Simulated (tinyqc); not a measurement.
RKS/LDA (VWN5) in the sto-6g basis, for H2F+, spin multiplicity 1, step by step (part 2 of 2). Computed by tinyqc, a small Python program that keeps every step (integrals from PySCF). Command: `OMP_NUM_THREADS=1 python tinyqc.py 30034 30035 out.jsonl` (the two numbers bound the seeds that draw the settings). One thread of a shared host (Intel(R) Xeon(R) Processor @ 2.60GHz), about 0.9 s of CPU time with the checks.

Geometry (angstrom):
```
atom       x        y       z
F     0.0000   0.0000  0.0000
H     0.0000   0.9230  0.7290
H     0.0000  -0.8780  0.6940
```

## Iteration 8 (converged): orbitals

converged F (hartree), order 1F 1s, 1F 2s, 1F 2px, 1F 2py, 1F 2pz, 2H 1s, 3H 1s:
```
[[-24.7199, -6.0810, 0.0000, 0.0008, -0.0165, -0.7271, -0.8299],
 [-6.0810, -2.8750, 0.0000, 0.0085, -0.1249, -0.6849, -0.7618],
 [0.0000, 0.0000, -0.6586, 0.0000, 0.0000, 0.0000, 0.0000],
 [0.0008, 0.0085, 0.0000, -0.7413, 0.0042, -0.2805, 0.3062],
 [-0.0165, -0.1249, 0.0000, 0.0042, -0.7165, -0.2492, -0.2705],
 [-0.7271, -0.6849, 0.0000, -0.2805, -0.2492, -0.6846, -0.2366],
 [-0.8299, -0.7618, 0.0000, 0.3062, -0.2705, -0.2366, -0.7137]]
```

X, order 1F 1s, 1F 2s, 1F 2px, 1F 2py, 1F 2pz, 2H 1s, 3H 1s:
```
[[-0.3957, 0.0985, 0.6892, 0.0000, -0.6142, 0.0166, 0.2071],
 [0.9434, -0.1776, -0.2461, 0.0000, -0.3017, 0.0177, 0.4652],
 [0.0000, 0.0000, 0.0000, 1.0000, 0.0000, 0.0000, 0.0000],
 [-0.1617, -0.7550, 0.0072, 0.0000, 0.0003, 0.7201, -0.0205],
 [0.3897, -0.0667, 0.6957, 0.0000, 0.6146, 0.0051, 0.2034],
 [-0.3900, 0.8066, -0.2261, 0.0000, 0.1885, 0.4048, 0.3774],
 [-0.7133, -0.5958, -0.2058, 0.0000, 0.1743, -0.3677, 0.4098]]
```

Diagonalise F' = X^T F X, C = X C', fill 5 alpha and 5 beta electrons from the bottom; D = 2 C_occ C_occ^T. Each column has its largest component positive (the first on a tie).

F' = X^T F X (hartree):
```
[[-1.6084, 0.3823, 3.1874, 0.0000, -3.2028, 0.0934, 1.2409],
 [0.3823, -0.3759, -0.9187, 0.0000, 0.9487, -0.0009, -0.4035],
 [3.1874, -0.9187, -9.7962, 0.0000, 9.9822, -0.3022, -5.0088],
 [0.0000, 0.0000, 0.0000, -0.6586, 0.0000, 0.0000, 0.0000],
 [-3.2028, 0.9487, 9.9822, 0.0000, -11.7261, 0.3356, 5.6388],
 [0.0934, -0.0009, -0.3022, 0.0000, 0.3356, -0.8589, -0.1678],
 [1.2409, -0.4035, -5.0088, 0.0000, 5.6388, -0.1678, -4.0696]]
```

orbital energies (hartree): [-24.7254, -1.4921, -0.8505, -0.7477, -0.6586, -0.3561, -0.2632]

coefficients C, order 1F 1s, 1F 2s, 1F 2px, 1F 2py, 1F 2pz, 2H 1s, 3H 1s:
```
[[0.9961, -0.2397, -0.0081, 0.0779, 0.0000, 0.0752, 0.0177],
 [0.0172, 0.9487, 0.0411, -0.3861, 0.0000, -0.4740, -0.1188],
 [0.0000, 0.0000, 0.0000, 0.0000, 1.0000, 0.0000, 0.0000],
 [-0.0002, -0.0112, 0.7542, 0.0323, 0.0000, -0.1292, 0.7270],
 [0.0017, 0.1511, -0.0284, 0.8222, 0.0000, -0.5876, -0.1201],
 [-0.0029, 0.0793, 0.3447, 0.2805, 0.0000, 0.8031, -0.5889],
 [-0.0033, 0.0916, -0.3612, 0.2509, 0.0000, 0.5439, 0.8613]]
```

D after iteration 8, order 1F 1s, 1F 2s, 1F 2px, 1F 2py, 1F 2pz, 2H 1s, 3H 1s:
```
[[2.1115, -0.4815, 0.0000, -0.0021, 0.0596, -0.0056, -0.0055],
 [-0.4815, 2.1021, 0.0000, 0.0158, -0.3505, -0.0379, -0.0497],
 [0.0000, 0.0000, 2.0000, 0.0000, 0.0000, 0.0000, 0.0000],
 [-0.0021, 0.0158, 0.0000, 1.1400, 0.0069, 0.5363, -0.5306],
 [0.0596, -0.3505, 0.0000, 0.0069, 1.3993, 0.4656, 0.4607],
 [-0.0056, -0.0379, 0.0000, 0.5363, 0.4656, 0.4075, -0.0937],
 [-0.0055, -0.0497, 0.0000, -0.5306, 0.4607, -0.0937, 0.4036]]
```

## Convergence

Stop when the energy changes by less than 1e-08 hartree and every element of the error matrix X^T (F D S - S D F) X is below 3e-05.

Course of the cycle:
```
iteration  E (hartree)     change  largest element of the error matrix
1           -98.457486          -                             6.14e-01
2           -97.978150   4.79e-01                             1.33e+00
3           -99.495343  -1.52e+00                             6.75e-02
4           -99.497025  -1.68e-03                             4.14e-02
5           -99.498002  -9.77e-04                             1.16e-02
6           -99.498097  -9.47e-05                             2.83e-03
7           -99.498113  -1.65e-05                             2.28e-05
8           -99.498113  -3.79e-10                             1.98e-06
```

PySCF RKS in the same basis, fine grid = -99.468789 hartree

Converged in 8 iterations. The coarse grid moves the energy by -2.93e-02 hartree.

## Populations, bond orders and dipole

overlap S, order 1F 1s, 1F 2s, 1F 2px, 1F 2py, 1F 2pz, 2H 1s, 3H 1s:
```
[[1.0000, 0.2325, 0.0000, 0.0000, 0.0000, 0.0278, 0.0317],
 [0.2325, 1.0000, 0.0000, 0.0000, 0.0000, 0.2988, 0.3288],
 [0.0000, 0.0000, 1.0000, 0.0000, 0.0000, 0.0000, 0.0000],
 [0.0000, 0.0000, 0.0000, 1.0000, 0.0000, 0.1995, -0.2156],
 [0.0000, 0.0000, 0.0000, 0.0000, 1.0000, 0.1576, 0.1704],
 [0.0278, 0.2988, 0.0000, 0.1995, 0.1576, 1.0000, 0.1639],
 [0.0317, 0.3288, 0.0000, -0.2156, 0.1704, 0.1639, 1.0000]]
```

Mulliken: Z minus the diagonal of D S on the atom; Loewdin: the same with S^(1/2) D S^(1/2); Mayer order: 2 sum_s sum (D(s) S)_ij (D(s) S)_ji over the two atoms.

Charges (e):
```
atom  Mulliken  Loewdin
1F      0.1256   0.2182
2H      0.4390   0.3968
3H      0.4354   0.3850
```

Mayer bond orders:
```
pair   order
2-1   0.8016
3-1   0.8047
3-2   0.0057
```

dipole moment about the origin, x y z (debye): [0.0000, 0.1167, 3.3637]
